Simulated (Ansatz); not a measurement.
The same path of BH3O + ClH (7 atoms, charge 0, multiplicity 1) was run 3 times with different band settings. Lost on the way: Cl6–H7. Made: B1–Cl6, O2–H7.

The calculation used RKS B3LYP-D4/def2-SVP in Ansatz.

Relaxed end points:

```xyz
7
Properties=species:S:1:pos:R:3
B -0.144 -0.430 -0.010
O -0.494 0.132 1.172
H -1.114 -0.387 1.702
H 0.625 0.189 -0.698
H -0.600 -1.503 -0.329
Cl 0.773 3.025 1.606
H 0.195 1.859 1.581
```

```xyz
7
Properties=species:S:1:pos:R:3
B 0.009 0.361 0.020
O -0.154 -0.098 1.621
H -1.048 0.164 1.905
H 1.159 0.080 -0.218
H -0.867 -0.268 -0.523
Cl -0.313 2.186 0.080
H 0.454 0.459 2.140
```

Common settings: movable images 5; climbing image yes; spring 5.0 eV/Å²; force threshold 0.05 eV/Å; iteration limit 60; end points relaxed.

| run | optimiser | start path | largest step |
| --- | --- | --- | --- |
| 1 | quadratic models (default) | through a guess of the saddle point | default |
| 2 | lbfgs | through a guess of the saddle point | 0.02 Å |
| 3 | quadratic models (default) | straight line | default |

What does each run give, and how far can it be trusted?

Run 1: converged after 14 iterations, highest image 0.846 eV above the first end. A vibrational analysis at the climbing image gives one clearly imaginary mode, 1067i cm⁻¹: a first-order saddle point.
Run 2: converged after 60 iterations, highest image 0.846 eV above the first end. Another band between the same ends (5 images) ends at a top of the same energy, where a vibrational analysis finds 1 clearly imaginary mode.
Run 3: converged after 13 iterations, highest image 0.846 eV above the first end. Another band between the same ends (5 images) ends at a top of the same energy, where a vibrational analysis finds 1 clearly imaginary mode.
The orbitals stay closed-shell, which can raise the energy where a bond breaks towards radicals; this wasn't checked here.
